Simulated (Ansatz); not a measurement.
**HPB, doublet: reading a ladder of total energies**

Geometry: a PBE0/def2-TZVP stationary point for this spin, not checked as a minimum.

```yaml
atoms:
  - { symbol: B, position_ang: [0.0000, -0.1023, 1.2468] }
  - { symbol: P, position_ang: [0.0000, -0.0022, -0.4526] }
  - { symbol: H, position_ang: [0.0000, 1.1642, 0.5345] }
```

Basis 6-31G; Ansatz 0.2.0. Only valence electrons are correlated (noble-gas cores frozen), which leaves 9 electrons in 18 orbitals. Prefix R: restricted or restricted open-shell reference.

Full CI is exact within this basis and frozen core; it isn't the basis-set limit.

RCCSD has a T1 diagnostic of 0.041 and a largest doubles amplitude of 0.12.

Runs differ by some tens of microhartree through their thresholds and, for an open shell, their frozen cores, so steps under 0.03 kcal/mol mean nothing.

```tsv
level	total energy (hartree)
RHF	-365.800102
RMP2	-365.909815
RCCSD	-365.929945
RCCSD(T)	-365.935723
RCCSDT	-365.936720
RCCSDT(Q)	-365.936903
RCCSDTQ	-365.937005
full CI	-365.937018
```

What is the correlation energy at full CI, and what share of it do RMP2 and RCCSDT recover?

E(corr) = -365.937018 − (-365.800102) = -0.136916 hartree = -3.726 eV. RMP2: -0.109713 / -0.136916 = 80.13 %. RCCSDT: -0.136618 / -0.136916 = 99.78 %.

By how many kcal/mol does RCCSD(T) miss full CI (1 hartree = 627.509 kcal/mol), and which steps make up the rest?

-365.935723 − (-365.937018) = 0.001295 hartree = 0.81 kcal/mol. Steps: RCCSDT − RCCSD(T) = -0.63, RCCSDT(Q) − RCCSDT = -0.11, RCCSDTQ − RCCSDT(Q) = -0.06, full CI − RCCSDTQ = -0.01 kcal/mol. Differences between like states or geometries often cancel part of this.
